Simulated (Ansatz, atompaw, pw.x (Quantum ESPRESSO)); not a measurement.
# W (fcc): variants of one PAW (atompaw) potential in the solid

```
Element                 : tungsten
Generator               : atompaw 4.2.0.5
Type                    : PAW
Functional              : PBEsol
Relativity              : scalar-relativistic
Frozen core             : [Xe] 4f14
Valence charge          : 6
Reference configuration : 5d4 6s1.5 6p0.5
Partial waves           : 6s (bound): rc 2.45 bohr; 6s channel at 1.9 Ry: rc 2.45 bohr; 6p (bound): rc 3.00 bohr; 6p channel at 1.4 Ry: rc 3.00 bohr; 5d (bound): rc 3.00 bohr; 5d channel at 0.1 Ry: rc 3.00 bohr
Local potential         : ultrasoft scheme with l = 3 at 0.5 Ry, radius 2.80 bohr
Core correction         : smooth core density matched at 2.00 bohr
Augmentation charge     : besselshape compensation charge, radius 2.60 bohr; PAW radius 3.00 bohr; waves and projectors: custom rrkj gramschmidtortho
```

Crystal test: fcc W in pw.x 7.5, no spin, 14³ k-points, Fermi–Dirac smearing 0.01 Ry, cutoffs set for each file from its atomic test. The reference is all-electron LAPW (Ansatz 0.2.0) with the same functional, mesh and smearing; V0 and B0 come from Birch–Murnaghan fits to the pressures at five volumes. Errors are pseudo minus all-electron; Δ is the rms difference of the E(V) curves that follow from these fits, minima aligned, over ±6 % about the mean V0. Mesh and smearing are coarse, so the numbers serve the comparison and aren't converged zero-temperature values; the lattice is a test structure that the element need not adopt.

All-electron: a0 = 4.000 Å (V0 = 16.00 Å³/atom), B0 = 298.8 GPa.

Base: The largest radius (3.00 bohr) exceeds half the bond length (2.67 bohr), so the spheres overlap, which is one possible source of error among others.

1 further variants are left out: they gave no file fit for a test, a broken result, the same result as the base, or pressures whose basis-set error rivals the error shown.

| change | cutoffs (Ry) | pw.x | a0 (Å) | a0 error (%) | B0 error (%) | Δ (meV/atom) | mean pressure error (GPa) |
| --- | --- | --- | --- | --- | --- | --- | --- |
| base | 40/400 | converged | 3.996 | -0.11 | +2.9 | 3.4 | -0.96 |
| waves 6s (bound); 6s channel at 1.9 Ry; 6p (bound); 6p channel at 1.4 Ry; 5d (bound); 5d channel at 0.1 Ry; augmentation besselshape compensation charge, radius 2.60 bohr; PAW radius 3.00 bohr; waves and projectors: bloechl | 40/400 | converged; bound ghost | 3.942 | -1.46 | -3.1 | 44.8 | -11.85 |
| local potential troulliermartins scheme with l = 3 at 0.5 Ry, radius 2.80 bohr | 40/400 | converged | 4.003 | +0.06 | +4.4 | 2.4 | +0.63 |
| local potential ultrasoft scheme with l = 3 at 0.5 Ry, radius 1.68 bohr | 40/400 | converged | 4.002 | +0.04 | +3.3 | 1.6 | +0.43 |

Task: Give the row for: core correction smooth core density matched at 1.98 bohr.

Result: pw.x: converged; mean pressure error (GPa): -0.97; a0 (Å): 3.996; a0 error (%): -0.11; B0 error (%): +2.9; Δ (meV/atom): 3.4.
